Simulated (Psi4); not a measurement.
# N2H3 (hydrazinyl radical) at UCCSD(T)/def2-TZVP

What is the energy change on altering one bond length of N2H3 (hydrazinyl radical) at UCCSD(T)/def2-TZVP? Input form: a Python script.

The calculation is run with Psi4 1.11.

## Step 1: The structure to begin with

N2H3 has 5 atoms, charge 0, and is taken as a doublet. As SMILES, `[NH]N`. Geometry: relaxed at PBE0-D4/def2-TZVP. This is one conformer, not always the lowest.

Bond lengths: N1–N2 1.338 Å, N1–H3 1.021 Å, N2–H4 1.008 Å, N2–H5 1.012 Å. Angles: N1–N2–H4 113.9°, N1–N2–H5 120.9°, N2–N1–H3 106.1°, H4–N2–H5 114.6°.

## Step 2: A single-point energy at UCCSD(T)/def2-TZVP

The input, run.py:

```python
import psi4

psi4.set_memory('2200 MB')
psi4.set_num_threads(1)
psi4.core.set_output_file('psi4.out', False)

molecule = psi4.geometry("""
0 2
N     -0.35451262    -1.54589046     0.85801125
N     -0.24313216     0.44523837    -0.69626959
H      1.43588950    -1.79797992     1.53307811
H     -1.94821315     1.11928478    -1.20948141
H      1.10994954     1.77932832    -0.48533836
units au
symmetry c1
""")

psi4.set_options({
    'basis': 'def2-TZVP',
    'reference': 'uhf',
    'puream': True,
    'e_convergence': 1e-09,
    'd_convergence': 1e-08,
    'scf_type': 'pk',
    'num_frozen_docc': 2,
    'maxiter': 100,
})

energy_value = psi4.energy("ccsd(t)")
print('E =', round(energy_value, 9))
for k, v in sorted(psi4.core.scalar_variables().items()):
    print(f'{k:45s} {v:18.10f}')
```

Run with:

```console
$ python run.py
```

psi4.out (excerpt; [...] marks lines left out):

```text
[...]
  Running in c1 symmetry.
[...]
  Nuclear repulsion =   36.727994691660108
[...]
  Multiplicity = 2
[...]
  Nalpha       = 9
  Nbeta        = 8
[...]
    Number of basis functions: 80
[...]
   @UHF iter   1:  -110.54344155350600   -5.95640e-01   4.49820e-03 ADIIS/DIIS
[...]
   @UHF iter  17:  -110.62372762985279   -5.37170e-12   7.13584e-09 DIIS
[...]
   @S^2 Observed:                7.656861237E-01
[...]
    Orbital Energies [Eh]
    ---------------------
    Alpha Occupied:
       1A    -15.595539     2A    -15.587065     3A     -1.311600
       4A     -1.006108     5A     -0.733457     6A     -0.644209
       7A     -0.597803     8A     -0.472898     9A     -0.357364
    Alpha Virtual:
      10A      0.128525    11A      0.164752    12A      0.202674
      13A      0.389420    14A      0.437752    15A      0.469543
      16A      0.520321    17A      0.522291    18A      0.544279
      19A      0.569796    20A      0.602097    21A      0.644317
      22A      0.685806    23A      0.702883    24A      0.775967
      25A      1.061517    26A      1.170772    27A      1.237716
[...]
  @UHF Final Energy:  -110.62372762985279
   => Energetics <=
    Nuclear Repulsion Energy =             36.7279946916601077
    One-Electron Energy =                -222.8236849725459479
    Two-Electron Energy =                  75.4719626510330386
    Total Energy =                       -110.6237276298527945
  UHF NO Occupations:
  HONO-2 :    7  A 1.9973248
  HONO-1 :    8  A 1.9959109
[...]
 Multipole Moments:
 ------------------------------------------------------------------------------------
     Multipole            Electronic (a.u.)      Nuclear  (a.u.)        Total (a.u.)
 ------------------------------------------------------------------------------------
 L = 1.  Multiply by 2.5417464519 to convert [e a0] to [Debye]
 Dipole X            :         -0.1854081            0.6691287            0.4837206
 Dipole Y            :         -0.4012395            1.2323074            0.8310680
 Dipole Z            :          0.1479044           -0.1810898           -0.0331854
 Magnitude           :                                                    0.9621647
[...]
      * MP2 total energy                      = -111.013421901217527
[...]
      * CCSD total energy                     = -111.035640510324257
[...]
      * CCSD(T) total energy                     = -111.050642725600042
```

Wall time 88 s (1 thread of Intel Xeon at 2.50GHz (Skylake/Cascade Lake), shared host); peak memory 0.63 GiB.

## Step 3: The distorted shape at the same level

The input, calc.py:

```python
import psi4

psi4.set_memory('2200 MB')
psi4.set_num_threads(1)
psi4.set_output_file('psi4.out', False)

m = psi4.geometry("""
0 2
N     -0.205284    -1.134179     0.700811
N     -0.128660     0.235610    -0.368450
H      0.742156    -1.267579     1.058041
H     -1.030950     0.592300    -0.640030
H      0.587360     0.941580    -0.256830
symmetry c1
no_reorient
no_com
""")

psi4.set_options({
    'reference': 'uhf',
    'puream': True,
    'e_convergence': 1e-09,
    'd_convergence': 1e-08,
    'scf_type': 'pk',
    'num_frozen_docc': 2,
    'maxiter': 100,
})

energy_value, wavefunction = psi4.energy('ccsd(t)/def2-TZVP', return_wfn=True)
print(f'ccsd(t)/def2-TZVP energy: {energy_value:.10f} Eh')
```

Run with:

```console
$ python calc.py
```

psi4.out (excerpt; [...] marks lines left out):

```text
[...]
  Running in c1 symmetry.
[...]
  Nuclear repulsion =   31.325002185582978
[...]
  Multiplicity = 2
[...]
  Nalpha       = 9
  Nbeta        = 8
[...]
    Number of basis functions: 80
[...]
   @UHF iter   1:  -110.47647041150243   -1.15769e+00   3.82226e-03 DIIS/ADIIS
[...]
   @UHF iter  25:  -110.55653007560299   -3.95062e-12   6.13042e-09 DIIS
[...]
   @S^2 Observed:                9.193372015E-01
[...]
    Orbital Energies [Eh]
    ---------------------
    Alpha Occupied:
       1A    -15.647744     2A    -15.574557     3A     -1.188290
       4A     -1.048106     5A     -0.667360     6A     -0.590533
       7A     -0.556474     8A     -0.503147     9A     -0.391198
    Alpha Virtual:
      10A      0.123784    11A      0.138910    12A      0.205559
      13A      0.240529    14A      0.465578    15A      0.471736
      16A      0.477036    17A      0.505435    18A      0.532128
      19A      0.550895    20A      0.601241    21A      0.646326
      22A      0.673110    23A      0.705142    24A      0.725027
      25A      1.079022    26A      1.093205    27A      1.184203
[...]
  @UHF Final Energy:  -110.55653007560299
   => Energetics <=
    Nuclear Repulsion Energy =             31.3250021855829779
    One-Electron Energy =                -212.1726715743427576
    Two-Electron Energy =                  70.2911393131567905
    Total Energy =                       -110.5565300756029927
  UHF NO Occupations:
  HONO-2 :    7  A 1.9968789
  HONO-1 :    8  A 1.9174661
[...]
 Multipole Moments:
 ------------------------------------------------------------------------------------
     Multipole            Electronic (a.u.)      Nuclear  (a.u.)        Total (a.u.)
 ------------------------------------------------------------------------------------
 L = 1.  Multiply by 2.5417464519 to convert [e a0] to [Debye]
 Dipole X            :          4.3308253           -3.8532309            0.4775943
 Dipole Y            :         11.9227572          -11.3831092            0.5396479
 Dipole Z            :         -4.4841068            4.7010868            0.2169800
 Magnitude           :                                                    0.7525932
[...]
      * MP2 total energy                      = -110.934819404135965
[...]
      * CCSD total energy                     = -110.972700548889080
[...]
      * CCSD(T) total energy                     = -110.990947867806156
```

Standard output:

```text
ccsd(t)/def2-TZVP energy: -110.9909478678 Eh
```

It took 94 s on 1 thread of Intel Xeon at 2.50GHz (Skylake/Cascade Lake), shared host; peak memory 0.63 GiB.

## Step 4: Summary of results

Level: UCCSD(T)/def2-TZVP, 2 core orbitals frozen.

| quantity | value |
| --- | --- |
| first shape: total energy | -111.05064 Eh |
| first shape: HOMO energy (Hartree–Fock orbitals) (highest over α and β) | -9.72 eV |
| first shape: LUMO energy (Hartree–Fock orbitals) (lowest over α and β) | 3.50 eV |
| first shape: correlation energy (2 core orbitals frozen) | -426.9 mEh |
| first shape: (T) correction | -15.00 mEh |
| first shape: ⟨S²⟩ of the reference determinant | 0.766 |
| first shape: T1 diagnostic | 0.030 |
| distorted shape: total energy | -110.99095 Eh |
| distorted shape: HOMO energy (Hartree–Fock orbitals) (highest over α and β) | -10.65 eV |
| distorted shape: LUMO energy (Hartree–Fock orbitals) (lowest over α and β) | 3.37 eV |
| distorted shape: correlation energy (2 core orbitals frozen) | -434.4 mEh |
| distorted shape: (T) correction | -18.25 mEh |
| distorted shape: ⟨S²⟩ of the reference determinant | 0.919 |
| distorted shape: T1 diagnostic | 0.073 |
| energy change with the N1–N2 bond stretched from 1.338 to 1.739 Å | 1.624 eV |

**Reading.** With the N1–N2 bond stretched from 1.338 to 1.739 Å the energy rises by 1.62 eV (37 kcal/mol). The first shape isn't relaxed at this level, so the change isn't measured from a minimum. The triples (first shape) make up 3.5 % of the correlation energy. ⟨S²⟩ (distorted shape) is 0.92 where a pure doublet has 0.75: the reference is spin-contaminated. The T1 diagnostic (distorted shape) of 0.073 is above the customary mark for such species, so a single reference may not serve. The triples (distorted shape) make up 4.2 % of the correlation energy.
